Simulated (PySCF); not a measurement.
**Magnetic susceptibility: `C#CC#C`, C4H2**

Geometry:
```tsv
atom	x (Å)	y (Å)	z (Å)
C1	1.855	0.320	0.025
C2	0.656	0.121	0.058
C3	-0.698	-0.102	0.095
C4	-1.897	-0.302	0.129
H5	2.915	0.496	-0.003
H6	-2.956	-0.478	0.159
```

Method used: PySCF 2.14.0, GIAO B3LYP/aug-cc-pVDZ magnetisability, rotational g tensor and spin-rotation constants, non-relativistic, gas phase. Geometry: PBE0-D3(BJ)/def2-SVP.

Question: What are the magnetisability and the molar susceptibility?

Answer: Isotropic -632 × 10⁻³⁰ J/T², or -38.0 × 10⁻⁶ cm³/mol; principal values -731, -582, -582 × 10⁻³⁰ J/T², anisotropy 149 × 10⁻³⁰ J/T² (root of half the summed squared differences of the principal values). The susceptibility is in cgs units.

Question: Split it along the inertial axes a, b, c into diamagnetic and paramagnetic parts about the centre of mass, with the quadrupole moment.

Answer: 
| axis | χ (10⁻⁶ cm³/mol) | diamagnetic (10⁻⁶ cm³/mol) | paramagnetic (10⁻⁶ cm³/mol) | summed x² of all electrons (Å²) | quadrupole Θ (D Å) |
| --- | --- | --- | --- | --- | --- |
| a | -44.0 | -44.0 | 0.0 | 69.3 | +12.78 |
| b | -35.1 | -316.2 | 281.1 | 5.2 | -6.39 |
| c | -35.1 | -316.2 | 281.1 | 5.2 | -6.39 |

Anisotropies 2χaa − χbb − χcc = -17.9 and 2χbb − χaa − χcc = +9.0 × 10⁻⁶ cm³/mol. Θ is traceless in Buckingham's convention.

Question: And the rotational g tensor?

Answer: 
| axis | rotational constant (GHz) | g | nuclear part | electronic part |
| --- | --- | --- | --- | --- |
| b | 4.3558 | +0.0047 | 0.5800 | -0.5752 |
| c | 4.3558 | +0.0047 | 0.5800 | -0.5752 |

Linear; isotopes 12C, 1H; no vibrational averaging.
